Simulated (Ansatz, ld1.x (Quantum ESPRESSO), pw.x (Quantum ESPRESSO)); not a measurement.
**From atom to crystal: RRKJ potential for lithium (Li)**

```json
{
  "Element": "Li",
  "Generator": "ld1.x (Quantum ESPRESSO) 7.5",
  "Type": "norm-conserving RRKJ (Kleinman–Bylander form)",
  "Functional": "PBE",
  "Relativity": "scalar-relativistic",
  "Frozen core": "[He]",
  "Valence charge": "1",
  "Reference configuration": "2s1 2p0",
  "Partial waves": "2p (bound, empty): rc 5.66 bohr; 3d channel at 0.25 Ry: rc 4.86 bohr; 2s (bound): rc 4.72 bohr",
  "Local potential": "the s channel",
  "Core correction": "none",
  "rho0": "0.02"
}
```

Atomic tests: cutoffs needed: 6 Ry and 6 Ry (the cutoffs (Ry, on a coarse ladder) from which the occupation-weighted sum of valence levels, in a spherical-Bessel basis at the reference potential, stays within 10 and 1 mRy of its value at 400 Ry); ghost test: no extra level below or beside the all-electron valence levels (p, d, s, f tested) (spherical-Bessel basis up to 400 Ry, 20 bohr box); largest excitation error: -7.3 meV (all-electron minus pseudo) for 2s0 2p1, out of 2 test configurations.

Crystal test: bcc Li in pw.x 7.5, no spin, 13³ k-points, Fermi–Dirac smearing 0.01 Ry, cutoffs 35/140 Ry. The reference is all-electron LAPW (Ansatz 0.2.0) with the same functional, mesh and smearing; V0 and B0 come from Birch–Murnaghan fits to the pressures at five volumes. Errors are pseudo minus all-electron; Δ is the rms difference of the E(V) curves that follow from these fits, minima aligned, over ±6 % about the mean V0. Mesh and smearing are coarse, so the numbers serve the comparison and aren't converged zero-temperature values; the lattice is a test structure that the element need not adopt.

```csv
V (Å³/atom),P all-electron (GPa),P pseudo (GPa)
19.352,0.71,-3.76
19.862,0.30,-3.87
20.371,-0.05,-3.96
20.880,-0.38,-4.04
21.390,-0.67,-4.11
```

All-electron: a0 = 3.436 Å (V0 = 20.29 Å³/atom), B0 = 13.8 GPa.

Pseudopotential: mean pressure error (GPa): -3.93. The pressure does not cross zero within the volumes sampled, so no fit is given. The largest radius (5.66 bohr) exceeds half the bond length (2.82 bohr), so the spheres overlap, which is one possible source of error among others. This is a poor potential for the solid. The atomic tests give no hint of an error of this size, and its cause was not traced.

Task: At the middle volume, how do free energy and pressure move when the wave cutoff is lowered (ecutrho kept at four times it)?

Result:

```json
{"cutoff (Ry)": "16", "shift of F (meV/atom)": "+0.0", "shift of P (GPa)": "+0.00"}
{"cutoff (Ry)": "21", "shift of F (meV/atom)": "+0.0", "shift of P (GPa)": "+0.00"}
{"cutoff (Ry)": "28", "shift of F (meV/atom)": "+0.0", "shift of P (GPa)": "+0.00"}
```

The run at the middle volume (84 k-points, 5 iterations) took about 2.3 s on one core of a shared host (Neoverse-V2, 96 threads, 742 GiB, load 36).
